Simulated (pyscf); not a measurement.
Thermochemistry of product channels of `[OH][Zr]([OH])([F])[F]` + `[NH3]` on the singlet surface, in kcal/mol, from ωB97M-D3(BJ)/def2-TZVP energies (ideal gas, 1 atm, RRHO with modes under 100 cm⁻¹ raised to 100, one conformer, R ln 2 for chiral ones without a mode under 150 cm⁻¹). Optimised with ωB97X-D3(BJ)/def2-SVP in PySCF.

```tsv
products	ΔE	ΔH(298 K)	ΔG(298 K)	ΔG(900 K)
`[OH2]` + `[NH2][Zr]([OH])([F])[F]`	+18.0	+17.4	+16.6	+14.6
`[NH2][Zr]([OH])([OH])[F]` + `[FH]`	+30.1	+28.8	+28.3	+26.1
```

These are energies of the channels, which say nothing of barriers. Elements past Kr carry the def2 core potentials, without spin-orbit coupling.
